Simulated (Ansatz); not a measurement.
Rock-salt RbBr was calculated with rVV10 in Ansatz (PAW).

From the output:

```
Crystal: 2 atoms, lattice volume = 85.118 Å³
Basis set: ecut = 520 eV, 2277 PW (Γ), exchange–correlation on 80×80×80 points (8 copies of the dense FFT grid, shifted against one another)
Bands: 12, of which v1, the nominal top of the filled ones, is band 8 counted from 1 (7 counted from 0)
Symmetry: 48 space group operations
Space group: Fm-3m (ITA 225), of the structure as read, at distance tolerance 4.4e-5 Å
k-points: 29 of 512
Functional: x = rpw86, c = pbe(β = 0.06672455060314922) + rvv10(b = 6.3, C = 0.0093)
SCF iter   1: F=—  HF=-6118.047467 eV  |F-HF|=—  |Δ(HF+E_count)|=         —  Δρ=3.58e-3  dr2=2.15e-2
SCF iter   2: F=—  HF=-6118.041269 eV  |F-HF|=—  |Δ(HF+E_count)|=   6.20e-3  Δρ=1.46e-3  dr2=1.32e-3
  ...
SCF iter   6: F=—  HF=-6118.041028 eV  |F-HF|=—  |Δ(HF+E_count)|=   2.15e-6  Δρ=1.34e-6  dr2=1.34e-9
SCF iter   7: F=-6118.041028 eV  HF=-6118.041028 eV  |F-HF|=9.09e-12  |Δ(HF+E_count)|=  3.20e-10  Δρ=1.53e-7  dr2=1.46e-11
SCF 1 converged in 7 iterations: F = -6118.041028 eV  dr2 = 1.46e-11
SCF converged after 7 iterations
Free energy (F): -6118.041028 eV
Internal energy: -6118.041028 eV  (E = F + TS)
E sigma→0 (E₀):  -6118.041028 eV
Fermi energy:    2.670476 eV
--- Stress (GPa, compression-positive) ---
       -0.818150      -0.000000       0.000000
       -0.000000      -0.818150       0.000000
        0.000000       0.000000      -0.818150
  P = ⅓ Tr σ = -0.8182 GPa (-8.182 kbar)
```

### Question
Write an input file that could have produced this run (the log leaves some choices open).

### Answer
Several could match; the one computed here: 
Ansatz 0.2 input:
```yaml
crystal:
  lattice:
    - [0.0, 3.4913755338, 3.4913755338]
    - [3.4913755338, 0.0, 3.4913755338]
    - [3.4913755338, 3.4913755338, 0.0]
  atoms:
    - { symbol: Rb, position: [0.0, 0.0, 0.0] }
    - { symbol: Br, position: [0.5, 0.5, 0.5] }
basis:
  ecutwfc: 520
  ecutrho_ratio: 4
  xc_grid: 2
kpoints:
  mp_grid: { grid: [8, 8, 8] }
hamiltonian:
  xc: { exchange: rpw86, correlation: pbe }
  dispersion: rvv10
  pseudopotentials: { kind: paw }
scf:
  occupations: { method: fermi_dirac, width: 0.01 }
  convergence: { dr2_threshold: 0.0000000002 }
output:
  forces: true
  stress: true
  eigenvalues: true
```

The cell is one volume of an energy–volume scan, off the minimum.

The PAW data were made under PBE.

It cost very roughly 4 core-seconds of CPU time.

Ansatz is a quantum-chemistry and plane-wave program.
